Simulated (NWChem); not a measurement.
System: propane (C3H8); SMILES CCC

NWChem input:

```
start job
memory heap 200 mb stack 900 mb global 1100 mb
geometry units angstroms noautosym nocenter noautoz
  C     -1.277420     0.000000     0.259762
  C      0.000000     0.000000    -0.586409
  C      1.277420     0.000000     0.259762
  H     -2.176115     0.000000    -0.367989
  H     -1.322927    -0.884620     0.907322
  H     -1.322927     0.884620     0.907322
  H      0.000000     0.877809    -1.246861
  H      0.000000    -0.877809    -1.246861
  H      2.176115     0.000000    -0.367989
  H      1.322927     0.884620     0.907322
  H      1.322927    -0.884620     0.907322
end
basis spherical
  C library def2-svp
  H library def2-svp
end
dft
  xc pbe0
  iterations 150
end
cosmo
  do_cosmo_smd true
  solvent water
end
task dft energy
```

Excerpt of the output:

```
             Northwest Computational Chemistry Package (NWChem) 7.3.0
             --------------------------------------------------------

                             Geometry "geometry" -> ""
                             -------------------------

 Output coordinates in angstroms (scale by  1.889725989 to convert to a.u.)

  No.       Tag          Charge          X              Y              Z
 ---- ---------------- ---------- -------------- -------------- --------------
    1 C                    6.0000    -1.27742000     0.00000000     0.25976200
    2 C                    6.0000     0.00000000     0.00000000    -0.58640900
    3 C                    6.0000     1.27742000     0.00000000     0.25976200
    4 H                    1.0000    -2.17611500     0.00000000    -0.36798900
    5 H                    1.0000    -1.32292700    -0.88462000     0.90732200
    6 H                    1.0000    -1.32292700     0.88462000     0.90732200
    7 H                    1.0000     0.00000000     0.87780900    -1.24686100
    8 H                    1.0000     0.00000000    -0.87780900    -1.24686100
    9 H                    1.0000     2.17611500     0.00000000    -0.36798900
   10 H                    1.0000     1.32292700     0.88462000     0.90732200
   11 H                    1.0000     1.32292700    -0.88462000     0.90732200

 Effective nuclear repulsion energy (a.u.)      82.2484337170

                                 NWChem DFT Module
                                 -----------------

 Summary of "ao basis" -> "ao basis" (spherical)
 ------------------------------------------------------------------------------
       Tag                 Description            Shells   Functions and Types
 ---------------- ------------------------------  ------  ---------------------
 C                          def2-svp                 6       14   3s2p1d
 H                          def2-svp                 3        5   2s1p

 in cosmo_initialize ...
 calling solv_data for solv:h2o

 solvent parameters
 solvname_short: h2o
 solvname_long:  water
 dielec:       78.4000
 dielecinf:     1.7769
 aqueous SMD model solvent descriptors
 dielec:       78.4000
 sola:          0.8200

          ---------------
          -cosmo- solvent
          ---------------
 Cosmo: York-Karplus, doi: 10.1021/jp992097l
 dielectric constant -eps-     =  78.40
 screen = (eps-1)/(eps    )    =   0.98724
 surface charge correction     = lagrangian

   van der Waals surface
 --------------------------

[...]

                                COSMO-SMD solvation results
                                ---------------------------

             internal energy in gas <Psi(g)|H|Psi(g)> =      -118.901465175649
         internal energy in solvent <Psi(s)|H|Psi(s)> =      -118.901424614686
                               delta internal energy  =         0.000040560964 (    0.03 kcal/mol)
   total free energy in solvent <Psi(s)|H+V/2|Psi(s)> =      -118.902323987630
 polarization energy contribution <Psi(s)|V/2|Psi(s)> =        -0.000899372944 (   -0.56 kcal/mol)
    total free energy in solvent including G(SMD-CDS) =      -118.898328725308
                       G(SMD-CDS) energy contribution =         0.003995262322 (    2.51 kcal/mol)
     1 M fixed-concentration free energy of solvation =         0.003136450342 (    1.97 kcal/mol)

                       DFT Final Molecular Orbital Analysis
                       ------------------------------------

 Vector   11  Occ=2.000000D+00  E=-3.491439D-01
              MO Center=  1.0D-08, -4.3D-11, -8.3D-02, r^2= 3.1D+00
   Bfn.  Coefficient  Atom+Function         Bfn.  Coefficient  Atom+Function
  ----- ------------  ---------------      ----- ------------  ---------------
     4      0.330710   1 C  px               32      0.330710   3 C  px
    18     -0.321405   2 C  px               43     -0.247944   4 H  s
    68      0.247944   9 H  s                 7      0.164849   1 C  px
    35      0.164849   3 C  px               44     -0.131427   4 H  s
    69      0.131427   9 H  s                21     -0.117356   2 C  px

 Vector   12  Occ=2.000000D+00  E=-3.463903D-01
              MO Center= -9.8D-09,  1.7D-10, -1.2D-01, r^2= 2.8D+00
   Bfn.  Coefficient  Atom+Function         Bfn.  Coefficient  Atom+Function
  ----- ------------  ---------------      ----- ------------  ---------------
    20      0.335847   2 C  pz                6     -0.265453   1 C  pz
    34     -0.265453   3 C  pz               58     -0.184277   7 H  s
    63     -0.184277   8 H  s                23      0.158725   2 C  pz
    48     -0.133866   5 H  s                53     -0.133866   6 H  s
    73     -0.133866  10 H  s                78     -0.133866  11 H  s

 Vector   13  Occ=2.000000D+00  E=-3.352619D-01
              MO Center=  2.5D-09,  2.8D-10, -2.0D-01, r^2= 2.8D+00
   Bfn.  Coefficient  Atom+Function         Bfn.  Coefficient  Atom+Function
  ----- ------------  ---------------      ----- ------------  ---------------
    19      0.323480   2 C  py               58      0.268090   7 H  s
    63     -0.268090   8 H  s                 5     -0.203149   1 C  py
    33     -0.203149   3 C  py               48      0.179380   5 H  s
    53     -0.179380   6 H  s                73     -0.179380  10 H  s
    78      0.179380  11 H  s                59      0.148675   7 H  s

 Vector   14  Occ=0.000000D+00  E= 7.145748D-02
              MO Center=  1.2D-08,  1.3D-08, -5.3D-02, r^2= 6.8D+00
   Bfn.  Coefficient  Atom+Function         Bfn.  Coefficient  Atom+Function
  ----- ------------  ---------------      ----- ------------  ---------------
     3      1.312909   1 C  s                31      1.312909   3 C  s
    17      1.199303   2 C  s                59     -0.749570   7 H  s
    64     -0.749570   8 H  s                44     -0.675482   4 H  s
    69     -0.675482   9 H  s                49     -0.656728   5 H  s
    54     -0.656728   6 H  s                74     -0.656728  10 H  s

 Vector   15  Occ=0.000000D+00  E= 1.184938D-01
              MO Center= -1.3D-08, -4.3D-09,  2.5D-01, r^2= 8.1D+00
   Bfn.  Coefficient  Atom+Function         Bfn.  Coefficient  Atom+Function
  ----- ------------  ---------------      ----- ------------  ---------------
     3      2.348912   1 C  s                31     -2.348912   3 C  s
    44     -1.067638   4 H  s                69      1.067638   9 H  s
    49     -0.851893   5 H  s                54     -0.851893   6 H  s
    74      0.851893  10 H  s                79      0.851893  11 H  s
    21      0.653678   2 C  px                7     -0.149899   1 C  px

 Vector   16  Occ=0.000000D+00  E= 1.215311D-01
              MO Center=  5.8D-08, -4.8D-08, -3.4D-02, r^2= 6.7D+00
   Bfn.  Coefficient  Atom+Function         Bfn.  Coefficient  Atom+Function
  ----- ------------  ---------------      ----- ------------  ---------------
    17      2.109198   2 C  s                 3     -1.221992   1 C  s
    31     -1.221992   3 C  s                59     -0.972697   7 H  s
    64     -0.972697   8 H  s                49      0.821206   5 H  s
    54      0.821205   6 H  s                74      0.821206  10 H  s
    79      0.821206  11 H  s                44     -0.465793   4 H  s

     Multipole analysis of the density
     ---------------------------------

     L   x y z        total         alpha         beta         nuclear
     -   - - -        -----         -----         ----         -------
     0   0 0 0     -0.000000    -13.000000    -13.000000     26.000000

     1   1 0 0     -0.000000     -0.000000     -0.000000     -0.000000
     1   0 1 0     -0.000000     -0.000000     -0.000000      0.000000
     1   0 0 1     -0.021979     -0.009362     -0.009362     -0.003254

     2   2 0 0    -16.303223    -72.525614    -72.525614    128.748005
     2   1 1 0     -0.000000     -0.000000     -0.000000      0.000000
     2   1 0 1      0.000000      0.000000      0.000000      0.000000
     2   0 2 0    -15.762051    -16.221795    -16.221795     16.681539
     2   0 1 1      0.000000      0.000000      0.000000      0.000000
     2   0 0 2    -16.061075    -25.075331    -25.075331     34.089587
```

Level: PBE0/def2-SVP, SMD on the gas-phase geometry. All runs use the structure optimised with B3LYP/6-31G* (spherical d). Solvent: water.
